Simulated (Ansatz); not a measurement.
Relaxed structures of CH₅OSi (charge -1), closed shell (PBE0-D4/def2-TZVPD; forces vanish, vibrations not checked; lower isomers may exist, and structures with a doubtful reference or unclear bonds are left out; Å). Program: Ansatz 0.2.0. Basis: def2-TZVPPD. Cores are frozen in the correlated methods.

Question: Rank them by CCSD(T) energy, lowest first, and give each one's height above the lowest. Links in brackets join atoms within 1.22 times the sum of their covalent radii (1.1 for two metals). (An estimate is asked for; the value comes from the calculation.)
A.
CH₅OSi ([CH3][SiH][OH]), total charge -1
```
8
angstrom
C -0.7530 0.7658 -0.6757
Si 0.5963 0.0742 0.5407
O 0.0706 -1.5993 0.6161
H -0.9388 0.0809 -1.5144
H -1.7045 0.9379 -0.1598
H -0.4209 1.7281 -1.0878
H 1.6867 -0.0631 -0.5572
H 0.0723 -1.8448 1.5399
```
B.
CH₅OSi ([OH][CH2][SiH2]), total charge -1
```
8
angstrom
C 0.5268 -0.0108 0.2200
Si -1.3016 0.1122 -0.4579
O 0.6942 -1.2049 1.0160
H -1.0420 0.0604 -1.9725
H -1.4870 1.6362 -0.3961
H 0.7599 0.8612 0.8480
H 1.2779 -0.0428 -0.5789
H -0.2019 -1.5639 1.0889
```
C.
CH₅OSi ([CH2][SiH2][OH]), total charge -1
```
8
angstrom
C -0.9060 0.4777 -0.7111
Si 0.5895 0.1008 0.1327
O 0.6084 -1.3531 1.0331
H -1.2037 0.0207 -1.6529
H -1.5576 1.2773 -0.3659
H 0.9468 1.1873 1.1231
H 1.8446 -0.1253 -0.6853
H -0.3220 -1.5854 1.1263
```

Answer: By the calculation: A (0.0 kJ/mol), C (9.5 kJ/mol), B (147.3 kJ/mol). Heights count from the lowest.

T1 diagnostic: at most 0.015.

For scale, one of the runs: CCSD(T)/def2-TZVPPD, 210 basis functions, launched by `ansatz run in.yaml --threads 2 --pin off --events-out ev --progress --plain --max-ram 4352MiB`. The run took 23 s on 2 CPU threads of an Intel Xeon 6975P-C (shared host), with 3.1 GiB of host memory at its peak.
